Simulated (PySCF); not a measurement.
# PNH6, a cluster of ions as drawn: interaction energy

An exercise on one series of results from a longer session: the logs are not shown, and one member is left open.

Programs: PySCF 2.14.0. All values are calculated, for the isolated system unless a continuum is named. Atoms count from 0, parts from 1.

### Starting point

8 atoms, charge 0, multiplicity 1; geometry: GFN2-xTB. Parts: 1 = atoms 0–4, `[PH4+]`, charge 1; 2 = atoms 5–7, `[NH2-]`, charge -1. In the given geometry P0 and N5 of different parts are bonded (1.61 Å), so values for the parts refer to these atom groups.

The first run:

Job settings and geometry (Å):

```
{"job": {"xc": "PBE0", "basis": "def2-SVPD", "d3": "d3bj", "grid": 2, "kind": "geom", "shake": 0.01}, "charge": 0, "multiplicity": 1, "parts": [{"atoms": "0-4", "charge": 1, "multiplicity": 1}, {"atoms": "5-7", "charge": -1, "multiplicity": 1}]}
P      0.159687    -0.342823     0.005313
H      1.077763     0.240164     0.960105
H     -0.849844     0.613199     0.364326
H     -0.760761    -0.949857    -0.928555
H      0.881121     0.186345    -1.073326
N      0.362616    -1.776011     0.701325
H      1.010052    -1.887358     1.487000
H     -0.103202    -2.596486     0.357709
```

On the command line:

```sh
OMP_NUM_THREADS=1 python cluster_run.py task.json out
```

This one command runs all jobs of the session in turn.

Steps of the session up to this table: Geometry optimisation at PBE0-D3(BJ)/def2-SVPD; Coupled-cluster interaction energy: CCSD(T) and MP2.

One table of the session follows, with a row left open; its other results are not shown here.

It belongs to the step «Coupled-cluster interaction energy: CCSD(T) and MP2». 

| method | interaction energy (kcal/mol) |
| --- | --- |
| HF/aug-cc-pVDZ | -233.22 |
| MP2/aug-cc-pVDZ | -222.56 |
| CCSD/aug-cc-pVDZ | -222.31 |
| CCSD(T)/aug-cc-pVDZ | -220.77 |
| HF/aug-cc-pVTZ | ? |
| MP2/aug-cc-pVTZ | -236.18 |
| SCS-MP2/aug-cc-pVTZ | -235.25 |
| MP2, extrapolated | -237.72 |
| CCSD(T), limit estimate | -235.93 |

Estimate the missing values for HF/aug-cc-pVTZ.

**Answer.** interaction energy (kcal/mol): -243.19. In the column «interaction energy (kcal/mol)» it is the lowest.

At this geometry P0 and N5 of different parts are bonded (1.69 Å), so this energy is mostly that of cutting a chemical bond between strained fragments, not an intermolecular interaction.

Caveats from the session: The interaction energy leaves out the deformation of the parts, 52.65 kcal/mol at MP2. So large a deformation means that a part is far from its own minimum, so a sum across the two methods would be rough.
